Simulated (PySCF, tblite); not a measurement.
# C3H7FN+: geometry, infrared bands, NMR shifts and spin-spin couplings

Aim: predict the infrared bands, NMR shifts and spin-spin couplings of C3H7FN+ (`[NH3+]C/C=C/F`).

Computed with tblite 0.8.0 and PySCF 2.14.0, with density-fitted response routines of our own, on a single molecule in the gas phase. Atoms are numbered from 0 throughout.

## 1. The molecule as given

12 atoms, charge 1, multiplicity 1; geometry from: force field or distance geometry start.

Bonds of the start (Å): N0–C1 1.46, C1–C2 1.50, C2–C3 1.33, C3–F4 1.35, N0–H5 1.04, N0–H6 1.03, N0–H7 1.02, C1–H8 1.10, C1–H9 1.09, C2–H10 1.09, C3–H11 1.07.

## 2. Geometry optimisation with GFN2-xTB

Job settings and geometry (Å):

```
{"job": {"kind": "relax", "xc": "GFN2-xTB", "basis": "xTB"}, "charge": 1, "multiplicity": 1}
N     -1.520800     0.122700    -0.429500
C     -0.444200     0.365400     0.528300
C      0.727300    -0.529600     0.266500
C      1.918500    -0.091100    -0.139400
F      2.916600    -0.974200    -0.338200
H     -2.331200     0.748900    -0.254900
H     -1.208700     0.293500    -1.395300
H     -1.866900    -0.836700    -0.374200
H     -0.843700     0.164900     1.535200
H     -0.184400     1.420700     0.467700
H      0.595100    -1.596900     0.426500
H      2.243600     0.911700    -0.318700
```

The run is started by

```
$ OMP_NUM_THREADS=1 python probes_run.py task.json out
```

One launch serves the whole session: the jobs run in the order shown.

**Question.** This job is followed by: GFN2-xTB harmonic vibrations, gas phase; GIAO PBE0/pcSseg-1 NMR shielding, non-relativistic, gas phase; B3LYP/pcJ-1 indirect spin-spin coupling, non-relativistic, gas phase. What will the session give for the following? strongest single infrared mode (GFN2-xTB); zero-point energy (GFN2-xTB); 13C shifts against TMS (PBE0/pcSseg-1); 1H shifts against TMS (PBE0/pcSseg-1); 15N shifts against NH3 (PBE0/pcSseg-1); 19F shifts against CFCl3 (PBE0/pcSseg-1); largest coupling (B3LYP/pcJ-1).

**Answer**, as computed:

| quantity | value |
| --- | --- |
| strongest single infrared mode (GFN2-xTB) | 1369 cm⁻¹, 210 km/mol |
| zero-point energy (GFN2-xTB) | 62.5 kcal/mol |
| 13C shifts against TMS (PBE0/pcSseg-1) | 174.2, 103.6, 46.8 ppm |
| 1H shifts against TMS (PBE0/pcSseg-1) | 7.64, 5.78, 4.95, 4.29 ppm |
| 15N shifts against NH3 (PBE0/pcSseg-1) | 67.1 ppm |
| 19F shifts against CFCl3 (PBE0/pcSseg-1) | -72.8 ppm |
| largest coupling (B3LYP/pcJ-1) | 1J(C,F) C3–F4, -374.0 Hz |

What this shows: The optimisation took 24 steps and gained 0.067 eV; among the bonded pairs, N0–C1 changed most, from 1.461 to 1.507 Å. No mode is imaginary among the 30: a minimum at this level. The strongest single mode, at 1369 cm⁻¹, moves mainly H7, H5 and H6. Unscaled tight-binding wavenumbers are off by several per cent, some by more. Its intensities can rank the bands wrongly. At PBE0/pcSseg-1: Shielding is most anisotropic at F4 (span 284 ppm, paramagnetic term -224 ppm). Of the pairs computed, C3–F4 couples most strongly (-374.0 Hz; Fermi contact -329.3 Hz). Couplings across rotatable bonds belong to this one conformer; where others are populated, the observed values are averages.
